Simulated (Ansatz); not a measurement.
Geometry optimisation, RKS PBE0-D4/STO-3G in Ansatz.

Input file:

```yaml
crystal:
  periodic: [false, false, false]
  atoms:
    - { symbol: C, position_ang: [-0.6171, -1.2547, 1.1028] }
    - { symbol: C, position_ang: [0.4995, -0.7431, 0.2361] }
    - { symbol: C, position_ang: [0.1051, 0.438, -0.6352] }
    - { symbol: O, position_ang: [-0.6802, 0.1785, -1.6457] }
    - { symbol: C, position_ang: [0.6441, 1.6535, -0.4696] }
    - { symbol: F, position_ang: [0.2886, 2.6936, -1.2618] }
    - { symbol: H, position_ang: [-0.3355, -2.0579, 1.7142] }
    - { symbol: H, position_ang: [-1.4712, -1.5126, 0.4644] }
    - { symbol: H, position_ang: [-1.0097, -0.3961, 1.7993] }
    - { symbol: H, position_ang: [1.3471, -0.4882, 0.9176] }
    - { symbol: H, position_ang: [0.832, -1.562, -0.3834] }
    - { symbol: H, position_ang: [-0.8817, 1.0111, -2.109] }
    - { symbol: H, position_ang: [1.2995, 2.0051, 0.285] }
basis:
  gaussian: { orbitals: STO-3G }
hamiltonian:
  xc: pbe0
  dispersion: d4
relax:
  f_tol: 0.02
  max_steps: 40
scf:
  lower_state_search: "off"
```

Launched with:

```bash
$ ansatz run input.yaml --threads 1 --pin off --max-ram 2048MiB --backend cpu --events-out ev --progress --plain --runs-dir out
```

Task: Where does it end, and by what steps?

Result: It converged. Limits of this set-up: minimal basis. After 9 steps the energy has fallen by 0.795 eV; F6 moved furthest, 0.26 Å.

```json
{"step": "0", "energy less start (eV)": "0.0000", "largest force component (eV/Å)": "4.144", "accepted": "yes"}
{"step": "1", "energy less start (eV)": "-0.6968", "largest force component (eV/Å)": "1.320", "accepted": "yes"}
{"step": "2", "energy less start (eV)": "-0.7649", "largest force component (eV/Å)": "0.297", "accepted": "yes"}
{"step": "3", "energy less start (eV)": "-0.7728", "largest force component (eV/Å)": "0.216", "accepted": "yes"}
{"step": "4", "energy less start (eV)": "-0.7789", "largest force component (eV/Å)": "0.132", "accepted": "yes"}
{"step": "5", "energy less start (eV)": "-0.7847", "largest force component (eV/Å)": "0.184", "accepted": "yes"}
{"step": "6", "energy less start (eV)": "-0.7923", "largest force component (eV/Å)": "0.364", "accepted": "yes"}
{"step": "7", "energy less start (eV)": "-0.7950", "largest force component (eV/Å)": "0.096", "accepted": "yes"}
{"step": "8", "energy less start (eV)": "-0.7953", "largest force component (eV/Å)": "0.039", "accepted": "yes"}
{"step": "9", "energy less start (eV)": "-0.7954", "largest force component (eV/Å)": "0.017", "accepted": "yes"}
```

```xyz
13
Properties=species:S:1:pos:R:3
C -0.676 -1.256 1.108
C 0.535 -0.761 0.280
C 0.181 0.432 -0.593
O -0.759 0.214 -1.614
C 0.660 1.692 -0.493
F 0.135 2.571 -1.432
H -0.398 -2.138 1.699
H -1.505 -1.526 0.442
H -1.023 -0.472 1.793
H 1.358 -0.473 0.951
H 0.896 -1.584 -0.360
H -0.777 1.178 -1.986
H 1.392 2.088 0.220
```

Run time: 58 s on 1 thread of AMD EPYC (Zen 3) (shared host), peak memory 0.12 GiB.
